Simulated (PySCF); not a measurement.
A PySCF script (with the pyscf-properties extension) for the spin–spin couplings of SMILES BC#C, C₂H₃B, on a GFN2-xTB geometry:

```python
import basis_set_exchange as bse
import numpy as np
from pyscf import gto, dft
from pyscf.data import nist
from pyscf.prop import ssc

atoms = """
B    -1.082196   -0.268069   -0.209429
C     0.346499    0.085334    0.062704
C     1.498221    0.371268    0.283701
H    -1.697349    0.375186   -0.968307
H    -1.565095   -1.182339    0.337628
H     2.503044    0.620610    0.472128
"""
names = dict.fromkeys(["B", "C", "H"], "pcJ-1")
basis = {el: gto.basis.parse(bse.get_basis(n, elements=[el], fmt="nwchem")) for el, n in names.items()}
mol = gto.M(atom=atoms, basis=basis, charge=0, verbose=0)
mf = dft.RKS(mol, xc="B3LYP")
mf.grids.level = 2
mf.grids.alignment = dft.numint.BLKSIZE   # the property module wants whole blocks of grid points
mf.conv_tol = 1e-9
mf.kernel()

sc = ssc.RKS(mf)
sc.with_fcsd = True   # Fermi contact and spin-dipole together
sc.max_cycle_cphf = 60
g = {"B": 1.7924326, "C": 1.4048236, "H": 5.58569468}   # nuclear g factors of 11B, 13C, 1H
sc.nuc_pair = [(i, j) for i in range(mol.natm) for j in range(i + 1, mol.natm)
               if mol.atom_pure_symbol(i) in g and mol.atom_pure_symbol(j) in g]
K = sc.kernel()
unit = nist.HARTREE2J / nist.PLANCK * (0.5 * nist.E_MASS / nist.PROTON_MASS) ** 2
for (i, j), k in zip(sc.nuc_pair, K):
    a, b = mol.atom_pure_symbol(i), mol.atom_pure_symbol(j)
    J = unit * g[a] * g[b] * np.trace(k) / 3
    if abs(J) >= 1:
        print("%s%d %s%d %8.1f Hz" % (a, i, b, j, J))
```

Task: What are the results?

Result: 
```
B0 C1     92.8 Hz
B0 C2     18.6 Hz
B0 H3    139.6 Hz
B0 H4    140.0 Hz
B0 H5      2.7 Hz
C1 C2    171.4 Hz
C1 H3      2.4 Hz
C1 H4      2.4 Hz
C1 H5     46.6 Hz
C2 H3      4.3 Hz
C2 H4      4.2 Hz
C2 H5    257.5 Hz
H3 H4     -3.2 Hz
H3 H5     -2.5 Hz
H4 H5     -2.5 Hz
```

These numbers come from an equivalent density-fitted implementation of the same equations, which agrees with the script to about 0.1 Hz, so last digits may differ.

Size and cost of the density-fitted run: 111 basis functions, 4.2 s wall time on 1 thread of an Arm Neoverse V1, shared host.
